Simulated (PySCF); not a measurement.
HS, SMILES [SH], multiplicity 2. Geometry optimised at B3LYP-D3(BJ)/def2-TZVPD.

All values below come from B3LYP-D3(BJ)/def2-TZVPD run with PySCF.

Harmonic wavenumbers (cm⁻¹): 2663. Rotational constants (GHz): 284.9 (linear); symmetry number 1.

### Question
Work out the zero-point energy and the ideal-gas rigid-rotor harmonic-oscillator thermochemistry at 298.15 K and 1 atm.

### Answer
ZPE = ½ Σ hcν = ½ × 2663 cm⁻¹ = 3.81 kcal/mol. H − E(el) = 5.88 kcal/mol. Entropy in cal/(mol K): translation 36.42, rotation 8.11, vibration 0.00, spin 1.38, total 45.91. G − E(el) = -7.81 kcal/mol. Cp = 6.96 cal/(mol K).
